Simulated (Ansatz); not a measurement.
Mulliken charges of H6NSi2, SMILES `[SiH2]N[SiH3]` radical from PBE/def2-TZVPP in Ansatz (PBE0-D4/def2-TZVP geometry).

```
atom   x (Å)   y (Å)   z (Å)  charge (e)
 Si1  -1.201   0.925  -0.948       0.119
  N2   0.197   0.626   0.025      -0.261
 Si3   0.612  -0.820   0.880       0.269
  H4  -1.617  -0.372  -1.555      -0.044
  H5  -0.843   1.913  -2.011      -0.048
  H6   0.764   1.439   0.222       0.131
  H7   1.983  -1.277   0.525      -0.058
  H8  -0.378  -1.853   0.488      -0.048
  H9   0.572  -0.628   2.355      -0.060
```

**Question.** By hand: the dipole of these point charges (1 e Å = 4.8032 D).

**Answer.** Σ q r = (0.051, 0.040, 0.116) e Å, of length 0.133 e Å = 0.64 D.

**Question.** How does the dipole of the full density compare? (Estimate.)

**Answer.** The calculation gave: (0.185, 0.109, 0.091) e Å, 1.12 D; the point charges give 0.57 times that, at 38° from its direction.

Point charges leave out the atoms' own dipoles, such as those of lone pairs, and Mulliken's split depends on the basis, so the two needn't agree.
